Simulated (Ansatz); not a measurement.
Geometry optimisation, RKS r2SCAN-D4/def2-SVP in Ansatz 0.2.0.

Input:

```yaml
crystal:
  periodic: [false, false, false]
  atoms:
    - { symbol: B, position_ang: [-0.016592, 0.419527, 0.056475] }
    - { symbol: H, position_ang: [-0.016338, 0.790239, 1.192646] }
    - { symbol: H, position_ang: [1.021389, 0.359622, -0.557468] }
    - { symbol: H, position_ang: [-1.060101, 0.276681, -0.533601] }
    - { symbol: Si, position_ang: [0.110595, -2.554746, 1.024249] }
    - { symbol: H, position_ang: [-0.709004, -3.16193, -0.060198] }
    - { symbol: H, position_ang: [1.531258, -2.985177, 0.918877] }
    - { symbol: H, position_ang: [-0.452741, -2.868703, 2.367458] }
    - { symbol: H, position_ang: [0.067235, -1.065313, 0.921363] }
basis:
  gaussian: { orbitals: def2-SVP }
hamiltonian:
  xc: r2scan
  dispersion: d4
relax:
  f_tol: 0.03
  max_steps: 50
```

Launched with:

```bash
$ ansatz run input.yaml --threads 1 --pin off --max-ram 2048MiB --backend cpu --events-out ev --progress --plain --runs-dir out
```

Task: Where does it end, and by what steps?

Result: The forces met the threshold. After 16 steps the energy has fallen by 0.517 eV; H3 moved furthest, 1.18 Å. Joined: B1–Si5 (3.13 → 2.17 Å), B1–H9 (1.72 → 1.29 Å).

```
step  energy less start (eV)  largest force component (eV/Å)  accepted
   0                  0.0000                           0.481       yes
   1                 -0.0496                           0.418       yes
   2                 -0.0868                           0.246       yes
   3                 -0.1092                           0.282       yes
   4                 -0.1406                           0.439       yes
   5                 -0.1812                           0.424       yes
   6                 -0.2366                           0.413       yes
   7                 -0.2944                           0.301       yes
   8                 -0.3816                           0.544       yes
   9                 -0.4164                           0.705       yes
  10                 -0.4466                           0.841       yes
  11                 -0.4843                           0.527       yes
  12                 -0.5072                           0.202       yes
  13                 -0.5126                           0.200       yes
  14                 -0.5161                           0.056       yes
  15                 -0.5167                           0.049       yes
  16                 -0.5172                           0.023       yes
```

```xyz
9
Properties=species:S:1:pos:R:3
B -0.111 -0.074 0.354
H 0.595 0.749 0.885
H 0.574 -0.731 -0.436
H -1.163 0.216 -0.164
Si 0.196 -2.177 0.787
H -0.404 -2.870 -0.383
H 1.670 -2.331 0.899
H -0.399 -2.810 2.011
H -0.484 -0.760 1.376
```

Whether the end is a true minimum wasn't checked by a vibrational analysis.

Run time: 14 s on 1 thread of AMD EPYC 9R45 96-Core Processor (Zen 5), with other jobs on the host, peak memory 0.14 GiB.
